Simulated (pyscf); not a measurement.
Optimised with ωB97X-D3(BJ)/def2-SVP in PySCF. MP2 and CC: frozen core, UHF for open shells. ΔMP2 is the change of the MP2 total energy from the triple- to the quadruple-zeta basis.

SMILES: [SiH3][BiH2]
```xyz
7

Si     0.5812    -0.2617     0.8499
Bi    -1.8786    -1.1722     0.8409
H      1.1400    -0.3761     2.2299
H      0.5697     1.1814     0.4668
H      1.4636    -1.0060    -0.0929
H     -1.2544    -2.8435     0.8982
H     -1.8559    -1.1982    -0.9438
```
Charge 0, spin multiplicity 1.

Task: How much does it cost (ΔH, 298 K, CCSD(T)/def2-TZVPP + ΔMP2(QZVPP)) to split H₃Si–BiH₂ at its Bi–Si bond into SiH₃• + BiH₂•?

Result: Bi–Si to SiH₃• + BiH₂•: 53.3 kcal/mol. The CCSD(T) − MP2 part came from Ansatz, without density fitting, on the same reference. The frozen core leaves the outer d or s,p core shells of the metals and heavy elements correlated in the MP2 and CC values, and def2-TZVPP describes them poorly, which can shift differences by a few kcal/mol. Elements past Kr carry the def2 core potentials, without spin-orbit coupling.
